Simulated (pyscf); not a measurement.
Single points on ωB97X-D3(BJ)/def2-SVP structures (PySCF, gas phase).

Task: Estimate by transition-state theory the rate constant of `[ClH]` + `[F][SnH]([Cl])[Cl]` → `[Cl][SnH]([Cl])[Cl]` + `[FH]` (singlet surface; Cl–H, F–Sn broken, Cl–Sn, F–H formed) at 298 K, with ωB97M-D3(BJ)/def2-TZVP energies (ideal gas, 1 atm, RRHO with modes under 100 cm⁻¹ raised to 100, one conformer, R ln 2 for chiral ones without a mode under 150 cm⁻¹; no tunnelling).

Result: The electronic barrier is 10.4 kcal/mol and the thermal terms add +10.1, so ΔG‡ = 20.5 kcal/mol. With k_BT/h = 6.21e+12 s⁻¹ and RT = 0.592 kcal/mol, and a volume of 4.06e-20 cm³ per molecule at 1 atm, k = 2.4e-22 cm³ molecule⁻¹ s⁻¹. Wigner's tunnelling factor for 517i cm⁻¹ would be 1.26. A shift of 1 kcal/mol in the barrier changes k by a factor 5.4. On the reactant side the descent ends in a complex, 4.2 kcal/mol under the separated species and 11.8 kcal/mol under the saddle at ωB97X-D3(BJ)/def2-TZVP. On the product side the descent ends in a complex, 5.4 kcal/mol under the separated species and 22.6 kcal/mol under the saddle at ωB97X-D3(BJ)/def2-TZVP. At ωB97X-D3(BJ) the barrier from the zero used here is 7.6 kcal/mol. This is the saddle that the search found; another between the same sides may lie lower. Elements past Kr carry the def2 core potentials, without spin-orbit coupling.
